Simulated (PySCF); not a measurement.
```xyz
3
charge 0 multiplicity 2, angstrom
Li    1.4716   -0.0088    0.0000
Li   -0.7358    0.0044    1.7042
Li   -0.7358    0.0044   -1.7042
```

Level of theory: UB3LYP/[Li def2-TZVP], no relativity, density fitting, PySCF.

This geometry of Li₃ is a stationary point at this level.

Task: What is the point group?

Result: C2v.

Task: Is it a minimum?

Result: Yes: all harmonic wavenumbers are real.

Task: List the harmonic modes with their infrared intensities.

Result: 
```
symmetry  ω (cm⁻¹)  IR (km/mol)
      a1       144          8.0
      b2       188          7.3
      a1       315         19.2
```

Task: What are the dipole moment and the gap between the highest occupied and lowest empty levels of either spin?

Result: 0.38 D and 1.31 eV.

Task: What is the atomisation energy, with and without zero-point energy?

Result: 130 kJ/mol without, 126 kJ/mol with.

In C2v the vibrations span 2a1 + b2. Here b1 is antisymmetric to the molecular plane and b2 lies in it.

Other isomers or separated fragments may lie lower.
